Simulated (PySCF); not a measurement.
Ionisation energy of Be by level of theory

Be [He] 2s2 (1S) → Be+ [He] 2s1 (2S), as a difference of total energies. Calculation: PySCF 2.14, in pcseg-2; the non-relativistic Hamiltonian (point nucleus). Correlated levels: valence: 1s2 frozen. The calculations carry no spin-orbit coupling.

Q: Order these methods by the ionisation energy they give, lowest first.
A. PBE0
B. MP2 (valence)
C. UHF
D. CCSD (valence)

A: C (8.022 eV), B (8.674 eV), A (8.974 eV), D (9.171 eV).

Errors of the correlated levels include the incompleteness of this basis and the frozen core.

With two correlated electrons CCSD is exact in that space.

For comparison: 9.323 eV (measured; NIST Atomic Spectra Database, ionization energies).
